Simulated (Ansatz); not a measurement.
The input, for Ansatz 0.2.0:

```yaml
crystal:
  periodic: [false, false, false]
  atoms:
    - {symbol: B, position_ang: [0.000000, 0.000000, 0.114060]}
    - {symbol: B, position_ang: [0.000000, 0.000000, -1.406367]}
    - {symbol: H, position_ang: [0.000000, 0.000000, 1.292307]}
basis:
  gaussian: {orbitals: 6-31G, fitting: {mean_field: def2-universal-jkfit}}
magnetization: {spin_polarized: true, initial_magnetization: 3}
correlation: {method: ccsd, electrons: valence}
output: {forces: true}
```

```sh
$ ansatz run in.yaml --threads 1 --pin off --events-out ev --progress --plain --max-ram 2393MiB
```

Task: Roughly how long does this take on 1 thread of Arm Neoverse V1, shared host, and how much host memory?

Result: 0.27 s wall and 0.14 GiB.

```
168 factors; integrals over basis functions are off by at most 3.4e-2 eV
mean field evaluation 1: about -1353.1369 eV, gradient 8.6e0 eV
mean field evaluation 2: about -1354.1944 eV, gradient 3.8e0 eV
mean field evaluation 4: about -1354.5352 eV, gradient 8.1e-1 eV
mean field evaluation 8: about -1354.5555 eV, gradient 1.3e-6 eV
mean field -1354.55545051 eV, -49.7789946555 hartree, gradient 1.3e-6 eV, S^2 3.755455; 0 other end points of the search recorded, 0 dependent functions left out
2 core orbitals not correlated: weight in the atoms' cores, before any rotation towards them, 1.000 or more for the frozen orbitals, at most 0.000 for the correlated occupied ones
reference -1354.55545051 eV, -49.7789946555 hartree; 5, 2 occupied and 13, 16 virtual orbitals, 168 factors
second order -1.73304593 eV of doubles, -0.00000000 eV of singles
cycle   1  -2.09068150 eV  change   -3.6e-1 eV  update   5.3e-2
cycle   2  -2.25866477 eV  change   -1.7e-1 eV  update   2.5e-2
cycle   3  -2.27894491 eV  change   -2.0e-2 eV  update   9.4e-3
cycle   4  -2.28265550 eV  change   -3.7e-3 eV  update   3.2e-3
cycle   5  -2.28277250 eV  change   -1.2e-4 eV  update   1.0e-3
cycle   6  -2.28263996 eV  change    1.3e-4 eV  update   2.8e-4
cycle   7  -2.28278209 eV  change   -1.4e-4 eV  update   7.5e-5
cycle   8  -2.28274208 eV  change    4.0e-5 eV  update   2.3e-5
cycle   9  -2.28273884 eV  change    3.2e-6 eV  update   8.9e-6
cycle  10  -2.28274162 eV  change   -2.8e-6 eV  update   3.0e-6
cycle  11  -2.28274224 eV  change   -6.2e-7 eV  update   1.2e-6
cycle  12  -2.28274185 eV  change    3.8e-7 eV  update   4.2e-7
the calculation of the forces begins
mean field evaluation 16: about -1354.5555 eV, gradient 1.3e-6 eV
Total energy: -1356.83819236 eV, -49.8628838713 hartree
Atom 0 at     0.000000     0.000000     0.114060 Å, force    -0.000000    -0.000000     0.680785 eV/Å
Atom 1 at     0.000000     0.000000    -1.406367 Å, force     0.000000     0.000000    -0.985718 eV/Å
Atom 2 at     0.000000     0.000000     1.292307 Å, force    -0.000000    -0.000000     0.304932 eV/Å
Dipole moment:     0.000000     0.000000     0.107587 e Å
```

Forces (eV/Å):
```
B    0.000  0.000  0.681
B    0.000  0.000 -0.986
H    0.000  0.000  0.305
```
